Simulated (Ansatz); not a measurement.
## Molecular dynamics, step by step

C₂H₄N (SMILES C=N[CH2+]) (charge +1), singlet, PBE0-D4/def2-SVP (Ansatz 0.2.0). Settings (timestep in fs, temperature in K, friction in 1/fs; T counts 21 degrees of freedom, while the starting velocities carry no drift of the centre of mass, so T starts below the set value):

```yaml
hamiltonian: {xc: pbe0, dispersion: d4}
md: {n_steps: 60, timestep: 1.0, temperature: 100, ensemble: nvt_langevin, seed: 420, friction: 0.002, initial_velocities: maxwell_boltzmann}
```

Start (the SMILES describes the start alone):

C1  (-0.956, -0.190, -0.749)
N2  (-0.003, 0.005, 0.002)
C3  (0.955, 0.191, 0.749)
H4  (-1.973, 0.031, -0.436)
H5  (-0.806, -0.587, -1.750)
H6  (1.481, 1.141, 0.763)
H7  (1.301, -0.590, 1.421)
(Å)

```csv
step,time (fs),potential energy less the start (meV),kinetic energy (meV),T (K)
0,0.00,0.0,77.6,86
4,4.00,11.5,69.7,77
8,8.00,18.5,55.3,61
12,12.00,15.7,58.1,64
16,16.00,-3.0,70.1,77
20,20.00,18.7,45.7,51
24,24.00,16.4,44.8,50
28,28.00,0.3,60.0,66
32,32.00,18.0,47.3,52
36,36.00,7.5,65.8,73
40,40.00,-6.3,81.9,91
44,44.00,16.6,55.5,61
48,48.00,-5.6,85.1,94
52,52.00,11.5,76.3,84
56,56.00,33.9,52.2,58
60,60.00,-0.1,86.4,96
```

Step 28, positions (Å) and forces (eV/Å):

```csv
atom,x,y,z,Fx,Fy,Fz
C1,-0.993,-0.167,-0.724,0.272,-0.100,-0.338
N2,-0.002,-0.048,0.017,-0.456,0.113,-0.382
C3,0.977,0.187,0.737,0.404,-1.037,0.959
H4,-1.982,0.042,-0.321,-0.422,0.063,0.098
H5,-0.849,-0.459,-1.777,-0.070,-0.127,0.070
H6,1.398,1.190,0.698,0.367,0.366,0.174
H7,1.358,-0.626,1.421,-0.095,0.723,-0.582
```

Step 48, positions (Å) and forces (eV/Å):

```csv
atom,x,y,z,Fx,Fy,Fz
C1,-1.016,-0.201,-0.704,-0.173,-0.008,-0.710
N2,-0.011,-0.008,0.006,0.002,-0.303,0.079
C3,0.985,0.131,0.741,0.487,-0.628,0.662
H4,-2.027,-0.019,-0.298,0.135,-0.093,0.091
H5,-0.916,-0.525,-1.773,0.094,0.221,0.636
H6,1.459,1.113,0.851,0.050,0.195,-0.156
H7,1.422,-0.731,1.334,-0.595,0.615,-0.601
```

Step 52, positions (Å) and forces (eV/Å):

```tsv
atom	x	y	z	Fx	Fy	Fz
C1	-1.021	-0.215	-0.704	0.624	0.649	0.926
N2	-0.013	0.004	0.004	0.477	-0.533	0.358
C3	0.996	0.113	0.745	-1.223	0.853	-0.874
H4	-1.996	-0.032	-0.261	-0.542	-0.099	0.091
H5	-0.891	-0.497	-1.732	0.028	-0.284	-0.933
H6	1.420	1.126	0.839	0.313	-0.189	0.101
H7	1.352	-0.759	1.282	0.322	-0.397	0.330
```

Last step (60):

```xyz
7
angstrom
C -1.0202 -0.2191 -0.6866
N -0.0070 0.0119 0.0091
C 0.9879 0.1008 0.7364
H -2.0002 -0.1091 -0.2401
H -0.8880 -0.4962 -1.7382
H 1.4759 1.0694 0.8816
H 1.3237 -0.8443 1.2443
```

The run took about 42 s on 2 CPU threads of an Arm Neoverse V1 (shared host).
